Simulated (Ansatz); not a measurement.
hcp Ti, treated with r²SCAN+rVV10 (PAW; Ansatz, a first-principles code).

Input:

Ansatz 0.2 input:
```yaml
crystal:
  lattice:
    - [1.463874165, -2.5355044297, 0.0]
    - [1.463874165, 2.5355044297, 0.0]
    - [0.0, 0.0, 4.6260520134]
  atoms:
    - { symbol: Ti, position: [0.3333333333, 0.6666666667, 0.25] }
    - { symbol: Ti, position: [0.6666666667, 0.3333333333, 0.75] }
basis:
  ecutwfc: 560
  ecutrho_ratio: 4
  xc_grid: 3
kpoints:
  mp_grid: { grid: [24, 24, 12] }
hamiltonian:
  xc: r2scan
  dispersion: rvv10
  pseudopotentials: { kind: paw }
scf:
  occupations: { method: fermi_dirac, width: 0.05 }
  convergence: { dr2_threshold: 0.0000000002 }
output:
  forces: true
  stress: true
  eigenvalues: true
```

From the output:

```
Crystal: 2 atoms, lattice volume = 34.341 Å³
Basis set: ecut = 560 eV, 1085 PW (Γ), exchange–correlation on 72×72×108 points (27 copies of the dense FFT grid, shifted against one another)
Bands: 16, of which v1, the nominal top of the filled ones, is band 12 counted from 1 (11 counted from 0)
Symmetry: 24 space group operations
Space group: P63/mmc (ITA 194), of the structure as read, at distance tolerance 3.3e-5 Å
k-points: 427 of 6912
Functional: x = r2scan, c = r2scan + rvv10(b = 11.95, C = 0.0093); τ floored in thin density (d = 2e-4 eV/Å³)
SCF iter   1: F=—  HF=-5007.254107 eV  |F-HF|=—  |Δ(HF+E_count)|=         —  Δρ=1.80e-2  dr2=1.00e-1  dr2_τ=1.56e-2
SCF iter   2: F=—  HF=-5007.294977 eV  |F-HF|=—  |Δ(HF+E_count)|=   4.09e-2  Δρ=6.31e-3  dr2=1.21e-2  dr2_τ=9.03e-4
  ...
SCF iter   6: F=—  HF=-5007.295251 eV  |F-HF|=—  |Δ(HF+E_count)|=   4.00e-7  Δρ=4.98e-6  dr2=4.70e-9  dr2_τ=3.89e-10
SCF iter   7: F=-5007.295251 eV  HF=-5007.295251 eV  |F-HF|=5.09e-11  |Δ(HF+E_count)|=   1.01e-9  Δρ=9.19e-7  dr2=1.85e-10  dr2_τ=1.24e-11
SCF 1 converged in 7 iterations: F = -5007.295251 eV  dr2 = 1.85e-10
SCF converged after 7 iterations
Free energy (F): -5007.295251 eV
Internal energy: -5007.281226 eV  (E = F + TS)
E sigma→0 (E₀):  -5007.288238 eV
Fermi energy:    13.588655 eV
--- Forces (eV/Å), atoms counted from 1 ---
  atom   1  Ti    -0.00000000    -0.00000000    -0.00000000
  atom   2  Ti     0.00000000     0.00000000     0.00000000
--- Stress (GPa, compression-positive) ---
        0.004950       0.000000       0.000000
        0.000000       0.004950      -0.000000
        0.000000      -0.000000      -0.013008
  P = ⅓ Tr σ = -0.0010 GPa (-0.010 kbar)
```

The PAW data were made under PBE.
